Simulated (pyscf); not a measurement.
Single points on ωB97X-D3(BJ)/def2-SVP structures (PySCF, gas phase).

Question: For the elementary gas-phase step HI + silane (SiH₄) -> H₃Si–I + hydrogen (H₂) (singlet surface; H–I, H–Si broken, I–Si, H–H formed), what barrier and reaction energy does ωB97M-D3(BJ)/def2-TZVP give, measured from the separated reactants?

Answer: ΔE‡ = 38.4 kcal/mol, ΔE = -13.5 kcal/mol. Zero-point energy shifts the barrier by +1.5 kcal/mol. It is a four-centre exchange, with an imaginary mode of 886i cm⁻¹. One saddle was located; it need not be the lowest between these sides. Elements past Kr carry the def2 core potentials, without spin-orbit coupling.
